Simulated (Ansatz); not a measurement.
**HNO2 (nitrous acid): wB97M-V/def2-TZVP**

What is the vertical ionisation energy of HNO2 (nitrous acid) at wB97M-V/def2-TZVP? 

The calculation is run with Ansatz 0.2.0.

55 further runs of the same task are left out: 55 set aside as unsound or not needed.

## 1. Starting point

The species is HNO2 (4 atoms), meant as a singlet with charge 0. SMILES: `O=NO`. The coordinates come from a PBE0-D4/def2-TZVP relaxation.

Bond lengths: O1–N2 1.162 Å, N2–O3 1.397 Å, O3–H4 0.967 Å. Angles: O1–N2–O3 111.2°, N2–O3–H4 102.9°.

## 2. A single-point energy at wB97M-V/def2-TZVP

Input file input.yaml:

```yaml
basis:
  gaussian: {orbitals: def2-TZVP}
crystal:
  periodic: [false, false, false]
  atoms:
    - {symbol: O, position_ang: [0.413650, 0.047230, 1.437260]}
    - {symbol: "N", position_ang: [0.320150, -0.419400, 0.377370]}
    - {symbol: O, position_ang: [-0.362650, 0.434660, -0.492650]}
    - {symbol: H, position_ang: [-0.371140, -0.062490, -1.321980]}
magnetization: {spin_polarized: false}
hamiltonian: {xc: {name: wB97M-V}}
accuracy: high
output: {orbitals: {seedname: orbitals}}
```

Command:

```bash
$ ansatz run input.yaml --threads 1 --pin off --max-ram 3480MiB --events-out events.jsonl --progress --plain --runs-dir runs
```

The program printed:

```text
Warning: RAYON_NUM_THREADS=1 ignored (pool sized by the plan → 1); use --threads N
Functional definition: wB97M-V
  name "wB97M-V"
  parameter omega = 0.3/bohr
  parameter cx = 0.15
  parameter cx01 = 1.007
  parameter cx10 = 0.259
  parameter css00 = 0.443
  parameter css04 = -1.437
  parameter css10 = -4.535
  parameter css20 = -3.390
  parameter css43 = 4.278
  parameter cos00 = 1.000
  parameter cos10 = 1.358
  parameter cos20 = 2.924
  parameter cos21 = -8.812
  parameter cos60 = -1.390
  parameter cos61 = 9.142
  parameter b = 6.0
  parameter c = 0.01
  gx(w, u) = 1 - cx + cx01*u + cx10*w
  gss(w, u) = css00 + css04*u^4 + css10*w + css20*w^2 + css43*w^4*u^3
  gos(w, u) = cos00 + cos10*w + (cos20 + cos21*u)*w^2 + (cos60 + cos61*u)*w^6
  exchange = spin_sum(e_x_unif_sr(omega)*gx(b97_w, b97_u_x)) + cx*exact_x_sr(omega) + exact_x_lr(omega)
  correlation = spin_sum(e_c_pw_mod_same_spin*gss(b97_w, b97_u_same))
      + integral(e_c_pw_mod_opposite_spin*gos(b97_w_opposite, b97_u_opposite)) + vv10(b, c)
1704 factors; integrals over basis functions are off by at most 3.2e-9 eV
213 factors; integrals over basis functions are off by at most 1.9e-9 eV
mean field evaluation 1: about -5595.4810 eV, gradient 4.4e1 eV
mean field evaluation 2: about -5594.0209 eV, gradient 5.6e1 eV
mean field evaluation 4: about -5598.4873 eV, gradient 2.1e0 eV
mean field evaluation 8: about -5598.4976 eV, gradient 7.0e-2 eV
mean field evaluation 16: about -5598.4976 eV, gradient 2.3e-5 eV
mean field -5598.49762222 eV, -205.7409928184 hartree, gradient 5.5e-8 eV, S^2 0.000000; 0 other end points of the search recorded, 0 dependent functions left out
reference -5598.49762494 eV, -205.7409929185 hartree; 12, 12 occupied and 87, 87 virtual orbitals, 1704 factors
Total energy: -5598.49762494 eV, -205.7409929185 hartree
```

Run time: 23 s. Hardware: 1 thread of Arm Neoverse V1, shared host; peak memory 0.37 GiB.

## 3. The doublet cation

Input file run.yaml:

```yaml
crystal:
  periodic: [false, false, false]
  atoms:
    - {symbol: O, position_ang: [0.413650, 0.047230, 1.437260]}
    - {symbol: "N", position_ang: [0.320150, -0.419400, 0.377370]}
    - {symbol: O, position_ang: [-0.362650, 0.434660, -0.492650]}
    - {symbol: H, position_ang: [-0.371140, -0.062490, -1.321980]}
basis:
  gaussian:
    orbitals: def2-TZVP
total_charge: 1
hamiltonian:
  xc: {name: wB97M-V}
magnetization:
  spin_polarized: true
  initial_magnetization: 1
output:
  orbitals: {seedname: orbitals}
accuracy: high
```

Command:

```bash
$ ansatz run run.yaml --threads 1 --pin off --max-ram 3480MiB --events-out events.jsonl --progress --plain --runs-dir runs
```

The program printed (excerpt; [...] marks lines left out):

```text
Warning: RAYON_NUM_THREADS=1 ignored (pool sized by the plan → 1); use --threads N
Functional definition: wB97M-V
  name "wB97M-V"
[...]
  gx(w, u) = 1 - cx + cx01*u + cx10*w
  gss(w, u) = css00 + css04*u^4 + css10*w + css20*w^2 + css43*w^4*u^3
  gos(w, u) = cos00 + cos10*w + (cos20 + cos21*u)*w^2 + (cos60 + cos61*u)*w^6
[...]
      + integral(e_c_pw_mod_opposite_spin*gos(b97_w_opposite, b97_u_opposite)) + vv10(b, c)
1704 factors; integrals over basis functions are off by at most 3.2e-9 eV
213 factors; integrals over basis functions are off by at most 1.9e-9 eV
[...]
mean field -5587.31604855 eV, -205.3300775655 hartree, gradient 7.5e-8 eV, S^2 0.758243; 0 other end points of the search recorded, 0 dependent functions left out
reference -5587.31605100 eV, -205.3300776554 hartree; 12, 11 occupied and 87, 88 virtual orbitals, 1704 factors
Total energy: -5587.31605100 eV, -205.3300776554 hartree
```

Wall time 48 s (1 thread of Arm Neoverse V1, shared host); peak memory 0.61 GiB.

## 4. What came out

Level: wB97M-V/def2-TZVP.

```
                                          quantity          value
                        singlet HNO2: total energy  -205.74099 Eh
                         singlet HNO2: HOMO energy      -10.56 eV
                         singlet HNO2: LUMO energy        0.46 eV
                       singlet HNO2: HOMO–LUMO gap       11.02 eV
                      doublet cation: total energy  -205.33008 Eh
doublet cation: HOMO energy (highest over α and β)      -21.17 eV
 doublet cation: LUMO energy (lowest over α and β)      -11.83 eV
                              doublet cation: ⟨S²⟩          0.758
vertical ionisation energy (to the doublet cation)      11.182 eV
```

What this shows: Removing an electron at fixed nuclei costs 11.18 eV (258 kcal/mol). −ε(HOMO) before ionisation, 10.56 eV, is 0.62 eV below this ionisation energy.
